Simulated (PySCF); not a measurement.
# ClFO2S (Sulfuryl Chloride Fluoride): the cost of one run

Computed with PySCF 2.14.0, with density-fitted response routines of our own, on a single molecule, in the gas phase or a continuum. Atoms are numbered from 0 throughout.

### Step 1. Starting geometry

5 atoms, charge 0, multiplicity 1; geometry from: GFN2-xTB. The atoms were then displaced at random by about 0.01 Å, so the start is not that level's minimum.

Bonds of the start (Å): O0–S1 1.41, S1–O2 1.41, S1–F3 1.62, S1–Cl4 2.02.

### Step 2. Optimising the geometry at PBE0-D3(BJ)/def2-TZVP

The job: settings as JSON, then the geometry in Å.

```
{"job": {"xc": "PBE0", "basis": "def2-TZVP", "d3": "d3bj", "grid": 2, "shake": 0.01, "kind": "geom"}, "charge": 0, "multiplicity": 1}
O     -0.497210    -0.976960    -1.070860
S     -0.152750    -0.159310     0.025060
O     -0.596800    -0.422880     1.334500
F     -0.563430     1.371030    -0.321200
Cl     1.843760     0.154150    -0.005390
```

Launch:

```sh
$ OMP_NUM_THREADS=1 python probes_run.py task.json out
```

This one command runs all jobs of the session in turn.

Q: Estimate the wall time and peak memory of this first job on 1 thread of Arm Neoverse V1, shared host.

About 57 s, with a peak of 0.62 GiB.
